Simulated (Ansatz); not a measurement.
# C3HFO: basis-set convergence

One table from this session's results is given with a row withheld; the runs are named, their logs left out.

Program: Ansatz 0.2.0, Gaussian basis. Level of theory: one geometry, several basis sets. These are calculated values, not measurements.

The runs, in order: PBE0-D4/def2-SVP; ωB97M-V/def2-SVP; PBE0-D4/def2-QZVPP; ωB97M-V/def2-QZVPP; the functionals' def2-TZVPP values are taken from earlier runs.

## The relaxed structure

All runs share one geometry, relaxed beforehand with PBE0-D4 in a triple-zeta def2 set.

SMILES `O=CC#CF`, 6 atoms, charge 0, spin multiplicity 1.

Atoms are counted from 1 here; the program's logs count them from 0.

Bond lengths: O1–C2 1.202 Å, C2–C3 1.443 Å, C2–H6 1.106 Å, C3–C4 1.198 Å, C4–F5 1.263 Å. Angles: O1–C2–C3 124.0°, O1–C2–H6 121.7°, C3–C2–H6 114.3°, C2–C3–C4 177.3°, C3–C4–F5 178.9°.

As a file:

```xyz
6

O     0.45075   -1.59133    1.27535
C    -0.00167   -0.50706    1.02176
C     0.02508    0.09235   -0.29007
C     0.02101    0.63509   -1.35810
F     0.02754    1.18894   -2.49322
H    -0.48052    0.11810    1.79808
```

Set-up of the first run:

Contents of in.yaml:

```yaml
crystal:
  periodic: [false, false, false]
  atoms:
    - {symbol: O, position_ang: [0.450753, -1.591326, 1.275354]}
    - {symbol: C, position_ang: [-0.001665, -0.507060, 1.021760]}
    - {symbol: C, position_ang: [0.025085, 0.092351, -0.290069]}
    - {symbol: C, position_ang: [0.021006, 0.635091, -1.358098]}
    - {symbol: F, position_ang: [0.027537, 1.188941, -2.493224]}
    - {symbol: H, position_ang: [-0.480515, 0.118102, 1.798076]}
basis:
  gaussian: {orbitals: def2-SVP}
hamiltonian: {xc: pbe0, dispersion: d4}
output: {orbitals: {seedname: orbitals}}
```

Launch:

```
$ ansatz run in.yaml --threads 2 --pin off --events-out ev --progress --plain --max-ram 4352MiB
```

Among the steps run: PBE0-D4 in def2-SVP; ωB97M-V in def2-SVP; PBE0-D4 in def2-QZVPP; ωB97M-V in def2-QZVPP.

One of the session's tables, all rows but one given; the rest of the session is left out.

It belongs to the step «Density functionals: the series». 

```
functional       basis  HOMO (eV)  LUMO (eV)
   PBE0-D4    def2-SVP          ?          ?
   PBE0-D4  def2-TZVPP      -8.19      -1.95
   PBE0-D4  def2-QZVPP      -8.23      -2.00
   ωB97M-V    def2-SVP     -10.46       0.56
   ωB97M-V  def2-TZVPP     -10.67       0.32
   ωB97M-V  def2-QZVPP     -10.71       0.25
```

Q: Estimate the row for PBE0-D4, def2-SVP from the others.

As computed: HOMO (eV): -8.00; LUMO (eV): -1.77. In the column «HOMO (eV)» it is the highest.
